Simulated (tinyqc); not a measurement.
Extended Hueckel theory, for CH2+, step by step. The parameters take no account of the charge, which enters only through the electron count. One step of it, computed by the program tinyqc.

Task: Orbitals. Solve H C = S C e through S^(-1/2); fill by pairs from the bottom, a degenerate level sharing its electrons equally; each orbital has its largest coefficient positive (the first on a tie).

H (eV), order 1C 2s, 1C 2px, 1C 2py, 1C 2pz, 2H 1s, 3H 1s:
$$\begin{pmatrix}
-21.400000 & 0.000000 & 0.000000 & 0.000000 & -16.273879 & -14.875386 \\
0.000000 & -11.400000 & 0.000000 & 0.000000 & 0.000000 & 0.000000 \\
0.000000 & 0.000000 & -11.400000 & 0.000000 & -9.150828 & 8.664194 \\
0.000000 & 0.000000 & 0.000000 & -11.400000 & -6.313115 & -5.978855 \\
-16.273879 & 0.000000 & -9.150828 & -6.313115 & -13.600000 & -3.483379 \\
-14.875386 & 0.000000 & 8.664194 & -5.978855 & -3.483379 & -13.600000
\end{pmatrix}$$

overlap S, order 1C 2s, 1C 2px, 1C 2py, 1C 2pz, 2H 1s, 3H 1s:
$$\begin{pmatrix}
1.000000 & 0.000000 & 0.000000 & 0.000000 & 0.517259 & 0.472808 \\
0.000000 & 1.000000 & 0.000000 & 0.000000 & 0.000000 & 0.000000 \\
0.000000 & 0.000000 & 1.000000 & 0.000000 & 0.416491 & -0.394343 \\
0.000000 & 0.000000 & 0.000000 & 1.000000 & 0.287335 & 0.272122 \\
0.517259 & 0.000000 & 0.416491 & 0.287335 & 1.000000 & 0.146360 \\
0.472808 & 0.000000 & -0.394343 & 0.272122 & 0.146360 & 1.000000
\end{pmatrix}$$

valence electrons = 5

Give: orbital energies; occupations; coefficients; sum of one-electron energies.

Result:

orbital energies (eV): [-24.018, -15.588, -12.278, -11.400, 4.893, 21.189]

occupations: [2.000, 2.000, 1.000, 0.000, 0.000, 0.000]

coefficients, order 1C 2s, 1C 2px, 1C 2py, 1C 2pz, 2H 1s, 3H 1s:
$$\begin{pmatrix}
0.711 & -0.006 & -0.302 & 0.000 & -0.169 & 1.170 \\
0.000 & 0.000 & 0.000 & 1.000 & 0.000 & 0.000 \\
-0.002 & 0.540 & 0.016 & 0.000 & 1.128 & 0.266 \\
-0.023 & -0.005 & 0.895 & 0.000 & -0.128 & 0.705 \\
0.263 & 0.419 & 0.143 & 0.000 & -0.686 & -1.168 \\
0.240 & -0.455 & 0.147 & 0.000 & 1.009 & -0.724
\end{pmatrix}$$

sum of one-electron energies = -91.489 eV
